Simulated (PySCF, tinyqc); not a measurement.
Worked calculation: FCI on RHF in the sto-3g basis, frozen core, for LiH, spin multiplicity 1. The lowest restricted solution is unstable here: a spin-polarised one lies 0.0557 hartree lower (PySCF). One step of it, computed by the program tinyqc.

Problem. FCI: roots. Diagonalise (each vector has its largest component positive (the first on a tie)); all determinants have Ms = 0, so triplets appear too. The lowest singlet root is the correlation energy.

Occupation strings over the orbitals (2 doubly, a alpha, b beta, 0 empty; spin orbitals ordered 1a 1b 2a 2b ...): 220000 2ab000 2a000b 2ba000 2b000a 202000 20a00b 200200 200020 20b00a 200002

H - E(HF) between determinants (hartree), lower triangle:
```
           220000     2ab000     2a000b     2ba000     2b000a     202000     20a00b     200200
220000   0.000000
2ab000   0.000000   0.077248
2a000b   0.000000  -0.009507   0.212177
2ba000   0.000000  -0.046338  -0.065669   0.077248
2b000a   0.000000  -0.065669  -0.128435  -0.009507   0.212177
202000   0.046338   0.098419  -0.039036  -0.098419   0.039036   0.435359
20a00b   0.065669  -0.039036   0.029407  -0.102518   0.050662  -0.120100   0.359689
200200   0.021233   0.023041   0.015779  -0.023041  -0.015779   0.040972   0.008362   0.565876
200020   0.021233   0.023041   0.015779  -0.023041  -0.015779   0.040972   0.008362   0.016869
20b00a  -0.065669  -0.102518   0.050662  -0.039036   0.029407   0.120100  -0.049477  -0.008362
200002   0.128435  -0.050662   0.043309   0.050662  -0.043309   0.049477  -0.038920   0.017210

           200020    20b00a    200002
200020   0.565876
20b00a  -0.008362  0.359689
200002   0.017210  0.038920  0.455671
```

Give: lowest roots of this matrix, relative to E(HF); lowest vectors; <S^2> of these roots; weight of the ground state by excitation level 0, 1, 2, ....

Solution.

lowest roots of this matrix, relative to E(HF) (hartree): -0.0714  -0.0429  0.0041  0.0649  0.3215  0.3578  0.4029  0.4998

lowest vectors:
```
         root 1  root 2   root 3   root 4
220000   0.8856  0.0000  -0.2847   0.0000
2ab000   0.1403  0.6314   0.5596  -0.1563
2a000b  -0.0294  0.2507  -0.1763   0.6239
2ba000  -0.1403  0.6314  -0.5596  -0.1563
2b000a   0.0294  0.2507   0.1763   0.6239
202000  -0.2189  0.0000  -0.3595   0.0000
20a00b  -0.2108  0.1963  -0.1326  -0.2938
200200  -0.0130  0.0000  -0.0029   0.0000
200020  -0.0130  0.0000  -0.0029   0.0000
20b00a   0.2108  0.1963   0.1326  -0.2938
200002  -0.1937  0.0000   0.2571   0.0000
```

<S^2> of these roots: 0.0000  2.0000  0.0000  2.0000  0.0000  0.0000  2.0000  0.0000

weight of the ground state by excitation level 0, 1, 2, ...: 0.7843  0.0411  0.1746

The reference has a weight of only 0.78: one determinant is a poor start here. A root of higher spin lies below E(HF).
